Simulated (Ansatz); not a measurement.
**Scan of [OH···H···CH₃], doublet**

Starting geometry:

```xyz
7

O    -1.0661   -0.0283    0.0000
H    -1.3154    0.8983    0.0000
H    -0.1066   -0.0283    0.0000
C     1.2299   -0.0283    0.0000
H     1.2299   -1.1083    0.0000
H     1.2299    0.5118    0.9353
H     1.2299    0.5118   -0.9353
```

From there H3 is moved from one fragment to the other while all else, the fragments' distance too, stays fixed; atoms are numbered as listed. Energies are in eV, counted from the starting geometry at the same level.

Basis cc-pVDZ; Ansatz 0.2.0. Only valence electrons are correlated (noble-gas cores frozen). Prefix R: restricted or restricted open-shell reference; prefix U: unrestricted.

Full CI isn't at hand for all of this; UCCSDT(Q) serves as the reference, and is uncertain by about the last step of the cluster series. The frozen core follows each run's orbitals, which can shift R against U totals by a few meV.

| distance O1-H3 (Å) | UCCSDT(Q) | error RMP2 | error UMP2 | error UCCSD | error UCCSD(T) | error BCCD(T) | error RCCSDT(Q) |
| --- | --- | --- | --- | --- | --- | --- | --- |
| 0.960 | 0.000 | 0.000 | 0.000 | 0.000 | 0.000 | 0.000 | 0.000 |
| 0.995 | 0.036 | -0.002 | 0.005 | 0.008 | 0.001 | 0.001 | 0.000 |
| 1.065 | 0.213 | -0.020 | 0.022 | 0.023 | 0.004 | 0.003 | 0.000 |
| 1.136 | 0.466 | -0.079 | 0.053 | 0.033 | 0.005 | 0.005 | 0.000 |
| 1.206 | 0.757 | 0.009 | 0.102 | 0.032 | 0.004 | 0.004 | -0.001 |

Errors are those of relative energies. In total energy the starting point itself misses UCCSDT(Q) by: RMP2 1.044, UMP2 1.065, UCCSD 0.234, UCCSD(T) 0.036, BCCD(T) 0.035, RCCSDT(Q) 0.001 eV.

Spread of the error over the points with a reference, to 1.206 Å (largest less smallest): RCCSDT(Q) 0.001, BCCD(T) 0.005, UCCSD(T) 0.005, UCCSD 0.033, RMP2 0.089, UMP2 0.102 eV.
